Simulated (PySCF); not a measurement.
System (SMILES): N (NH3).
Geometry (B3LYP-D3(BJ)/def2-TZVP, fixed):
```
N
H 1 1.0136
H 1 1.0136 2 107.33
H 1 1.0136 2 107.33 3 -115.09
```

Basis-set convergence of the lowest singlet excitation energy at PBE0 with PySCF. Tamm-Dancoff approximation; the state is taken by its order, and sets in which it differs in degeneracy or brightness are left out, yet its character can still change. All functions are spherical. Density fitting with generated auxiliary sets. No added dispersion term, no relativity. Reference: the value in d-aug-cc-pVTZ, 6.144 eV, itself unsure by roughly 0.011 eV (its mean distance from aug-pcseg-3, aug-cc-pVQZ, aug-pcseg-2). Deviations are taken from unrounded values. Cost is core time over that of def2-SVPD, rough, on shared machines of one kind.

| basis | functions | cost |
|---|---|---|
| def2-SVPD | 44 | 1× |
| aug-cc-pVDZ | 50 | 0.9× |
| aug-pcseg-1 | 50 | 1× |
| def2-TZVPD | 64 | 2× |
| jun-cc-pV(T+d)Z | 81 | 2× |
| def2-TZVPPD | 88 | 3× |
| aug-cc-pVTZ | 115 | 5× |
| aug-pcseg-2 | 115 | 3× |
| def2-QZVPPD | 162 | 9× |
| aug-cc-pVQZ | 218 | 20× |
| aug-pcseg-3 | 232 | 20× |

### Question
Which is the smallest set listed that can be trusted to 0.05 eV here, that is, within that of the reference together with its larger relatives (same family, alike in diffuse functions; a set with none to test it counts only in the reference's own line)?

### Answer
The smallest set listed that lies within 0.05 eV of the reference with all its larger relatives (same family, alike in diffuse functions; a set with none counts only in the reference's own line) is aug-pcseg-1 (50 functions, 1× in cost, 0.019 eV off). Inside the window by cancellation, since a larger relative falls out: aug-cc-pVDZ. Value minus reference: def2-SVPD 0.880, aug-cc-pVDZ 0.001, aug-pcseg-1 0.019, def2-TZVPD 0.371, jun-cc-pV(T+d)Z 0.441, def2-TZVPPD 0.359, aug-cc-pVTZ 0.011, aug-pcseg-2 0.011, def2-QZVPPD 0.286, aug-cc-pVQZ 0.015, aug-pcseg-3 0.008 eV.
